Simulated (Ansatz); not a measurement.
Compare A (`COCC#N`) with its isomer B (`NC1CC1=O`).

Isolated molecules relaxed with PBE0-D4/def2-TZVP in Ansatz; ΔE leaves out vibrations. CBS: MP2 limit from def2 TZ/QZ plus the TZ coupled-cluster correction, frozen cores. This one scheme is used for every species. Functionals use def2-TZVPP. Each species was taken in one conformer, which may not be the lowest.

Q: Which isomer does CCSD(T)/CBS put lower? Give the gap. (Best estimate.)

A: Ansatz gave: A, by 22.6 kcal/mol.

Q: Give E(B) − E(A) in kcal/mol with PBE-D4, MP2/def2-TZVPP, CCSD(T)/def2-SVP, LDA (SPW92), CCSD/def2-TZVPP, r2SCAN-D4, BLYP-D4. (Best estimate.)

A: Ansatz gave: PBE-D4 13.5, MP2/def2-TZVPP 24.0, CCSD(T)/def2-SVP 24.2, LDA (SPW92) 8.2, CCSD/def2-TZVPP 24.9, r2SCAN-D4 16.4, BLYP-D4 21.0. None reverses the order clearly.

Q: Does the order hold for the free energy at 298.15 K (harmonic terms from PBE0-D4)? (Estimate.)

A: The calculation gave: Yes: G(B) − G(A) = +22.5 kcal/mol, for one conformer each.

Largest T1 diagnostic: 0.014.

Leaving LDA and LC-ωPBE aside and taking each functional with its dispersion term where it has one, the values, not all of them listed here, spread over 9.8 kcal/mol, from PBE-D4 to B2PLYP. LDA lies −5.5 kcal/mol from PBE without D4. From BLYP to BHLYP (50 % exact exchange), in def2-TZVPP and without D4, E(B) − E(A) moves by +1.3 kcal/mol.
